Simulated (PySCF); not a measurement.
Cost against size for one kind of job: TDDFT wB97X-D/def2-SVPD, vertical, gas phase, core orbitals frozen in the response (PySCF); work: 10 singlets by full TDDFT, 4 Tamm–Dancoff triplets, polarisability, ΔSCF ions. Hardware: an Arm Neoverse V1 with one thread, on a shared host. Times come from a shared host and carry two figures at best.

```csv
species (SMILES),atoms,electrons,basis functions,SCF cycles,wall time
[C-]#[N+]S,4,30,75,13,4.2 s
BNBF,8,30,115,14,?
[SiH3][N-][SiH2]P,11,58,148,13,46 s
c1cncnc1,10,42,152,14,41 s
C=NC(=C)C#N,10,42,152,14,?
```

Task: Estimate the withheld figures.

Result: `BNBF`: 34 s; `C=NC(=C)C#N`: 76 s.

Task: With all rows, how does the wall time grow with the number of basis functions N?

Result: A straight line through log(time) against log(N) has slope 3.5 between N = 75 and 152, and the rows scatter about it by a factor of about 1.5 (standard error of the fit). This is a fit to these rows, whose iteration counts differ, not the method's formal scaling.

Task: Which species took longest, and how many times the shortest run?

Result: `C=NC(=C)C#N`, at 76 s: about 18 times the shortest (4.2 s).
